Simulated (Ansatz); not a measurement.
Consider Pt in the fcc (Cu type) structure (space group Fm-3m, No. 225).

```yaml
crystal:
  lattice:
    - [0.00000, 1.98513, 1.98513]
    - [1.98513, 0.00000, 1.98513]
    - [1.98513, 1.98513, 0.00000]
  atoms:
    - { symbol: Pt, position: [0.00000, 0.00000, 0.00000] }
```

Computed with PBE/PAW in Ansatz (an electronic-structure program), no spin-orbit coupling.

```csv
level,lattice parameter a
PBE,3.970 Å
```

Measured: lattice parameter a 3.913 Å (static lattice; corrected from measurement; as listed in Daniel Mejia-Rodriguez, S. B. Trickey, Phys. Rev. B (2018)).

Computed minus measured — lattice parameter a: PBE +1.5 %.

Stability against distortions was not tested. The final runs are not spin-polarised.
